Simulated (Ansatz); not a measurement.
For fcc Cu, rVV10 in Ansatz (PAW) gives:

| Item | Result |
|---|---|
| lattice parameter a | 3.647 Å |
| bulk modulus B0 | 139 GPa |
| cohesive energy | 3.74 eV/atom |

Task: What does r²SCAN-D4 (Ansatz, an electronic-structure program, plane waves, PAW) give for the same quantities?

Result: 
- lattice constant a: 3.560 Å (drops by 2.4 %)
- bulk modulus: 171 GPa (goes up by 23 %)
- cohesive energy: 4.09 eV/atom (grows by 0.35 eV/atom)

For comparison: lattice constant a 3.595 Å (measured, low-temperature or extrapolated to 0 K; zero-point anharmonic expansion removed; as tabulated in Csonka et al. (2009), arXiv:0903.4037); bulk modulus 144 GPa (measured, 0 K value with the zero-point phonon effect removed, our sources range from 140 to 145; as tabulated in Mejia-Rodriguez and Trickey (2018), arXiv:1807.09216); cohesive energy 3.52 eV/atom (measured, zero-point vibration energy added; as tabulated in Harl et al. (2010), doi:10.1103/physrevb.81.115126).

Changes are worked out from the printed values.

Unless a cell is named, each level is at its own relaxed cell (rVV10 12.13, r²SCAN-D4 11.28 Å³/atom).

Ansatz's density-functional and Hartree–Fock values are scalar-relativistic unless marked +SOC, with PAW data made under PBE.
